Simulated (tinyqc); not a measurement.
Inside a calculation. Method: RKS/exchange-only LDA in the sto-3g basis, for CH2, spin multiplicity 1. Computed by tinyqc, a small Python program that keeps every step (integrals from PySCF). Settings: charge = 0, multiplicity = 1, basis = sto-3g, energy threshold = 1e-10, iteration cap = 52, orthogonalisation = canonical, start = highest core orbitals, DIIS depth = 6, method = RKS, functional = Slater exchange alone, grid = [15, 26]. Command: `OMP_NUM_THREADS=1 python tinyqc.py 31946 31947 out.jsonl` (the two numbers bound the seeds that draw the settings). One thread of a shared host (Intel(R) Xeon(R) Processor @ 2.60GHz), about 1 s of CPU time with the checks.

Geometry (angstrom):
```
atom       x        y       z
C     0.0000   0.0000  0.0000
H     0.0000   0.9210  0.5430
H     0.0000  -0.9410  0.5540
```

Stop when the energy changes by less than 1e-10 hartree and every element of the error matrix X^T (F D S - S D F) X is below 3e-06.

Course of the cycle:
```
iteration  E (hartree)     change  largest element of the error matrix
1           -11.205739          -                             2.63e-01
2           -36.512879  -2.53e+01                             9.40e-01
3           -36.899018  -3.86e-01                             9.28e-01
4           -36.850114   4.89e-02                             8.68e-01
5           -36.832373   1.77e-02                             8.72e-01
6           -36.838619  -6.25e-03                             8.71e-01
7           -37.105075  -2.66e-01                             8.47e-01
8           -37.695605  -5.91e-01                             4.46e-02
9           -37.562943   1.33e-01                             1.08e-01
10          -37.696364  -1.33e-01                             3.79e-02
11          -37.696434  -7.00e-05                             3.58e-02
12          -37.559705   1.37e-01                             1.17e-01
13          -37.562383  -2.68e-03                             1.10e-01
14          -37.552018   1.04e-02                             1.36e-01
...                ...        ...                                  ...
39          -37.563986  -2.99e-03                             1.12e-01
40          -37.569140  -5.15e-03                             1.05e-01
41          -37.570462  -1.32e-03                             1.01e-01
42          -37.685793  -1.15e-01                             5.32e-02
43          -37.686230  -4.36e-04                             4.91e-02
44          -37.690857  -4.63e-03                             5.57e-02
45          -37.693572  -2.71e-03                             2.85e-02
46          -37.564114   1.29e-01                             1.09e-01
47          -37.562675   1.44e-03                             1.16e-01
48          -37.567034  -4.36e-03                             1.09e-01
49          -37.558288   8.75e-03                             1.23e-01
50          -37.553220   5.07e-03                             1.33e-01
51          -37.558663  -5.44e-03                             1.20e-01
52          -37.688089  -1.29e-01                             1.34e-01
```

Can the last value be used, and what does the course show?

Not by the stop rule. Not converged within the cap of 52 iterations: the residual wanders without falling. Reruns (cap 100 unless said): DIIS 8: not converged; damping 0.5: not converged; level shift 0.5: converged in 18; atomic densities as start, DIIS 8: not converged; the original settings with a cap of 400: not converged. PySCF RKS in the same basis, fine grid = -37.683695 hartree, which differs from a converged run on this coarse grid by the grid error.
